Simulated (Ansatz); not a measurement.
System: CHN, charge 1, doublet. CHN+ (parent SMILES [C-]#[NH+], doublet).
B3LYP-D3(BJ)/def2-TZVP minimum from Ansatz (an electronic-structure program):
```xyz
3

C      0.0000     0.0000    -0.7191
N      0.0000     0.0000     0.4117
H      0.0000     0.0000     1.4327
```
Charge +1, spin multiplicity 2.

Total energies in aug-cc-pVTZ, 9 correlated electrons, 2 frozen orbitals. Open shells are spin-unrestricted; no spin-orbit coupling. Correlated methods leave the cores frozen. No relativity. The UHF reference of CHN+ (parent SMILES [C-]#[NH+], doublet) is spin-contaminated (<S^2> up to 0.28 over the pure value in the sets run). The spin of CHN+ (parent SMILES [C-]#[NH+], doublet) was assumed, and the state is the lowest solution found for it.

| method | program | energy (Eh) | minus CCSDT(Q) (mEh) |
|---|---|---|---|
| HF | Ansatz | -92.50039 | 319.29 |
| MP2 | Ansatz | -92.77721 | 42.47 |
| CCSD | Ansatz | -92.80239 | 17.29 |
| CCSD(T) | Ansatz | -92.81720 | 2.48 |
| CCSDT(Q) | Ansatz | -92.81968 | 0.00 |

Rough core times of Ansatz's runs on a shared machine: CCSD(T) 30 s, CCSDT(Q) 20 min.
